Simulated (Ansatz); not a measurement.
Results of PBEsol in Ansatz (PAW) for fcc Pt.

Run with plane-wave cutoff 500 eV, 32×32×32 k mesh, Fermi–Dirac smearing 0.1 eV, scalar-relativistic PAW data made under PBE.

Computed at the level's own relaxed cell.

Q: Predict the equilibrium volume per atom and lattice constant a.

A: 
equilibrium volume per atom: 15.06 Å³/atom
lattice constant a: 3.920 Å

Measured, for comparison: equilibrium volume per atom 14.98 Å³/atom, lattice constant a 3.913 Å (static lattice: zero-point anharmonic expansion removed; as tabulated in Mejia-Rodriguez and Trickey (2018), arXiv:1807.09216). Computed (rounded) less measured: equilibrium volume per atom +0.5 %, lattice constant a +0.2 %.

Spin–orbit coupling is not included.

The result took around 40 core-seconds (rough).

Ansatz is an electronic-structure program.
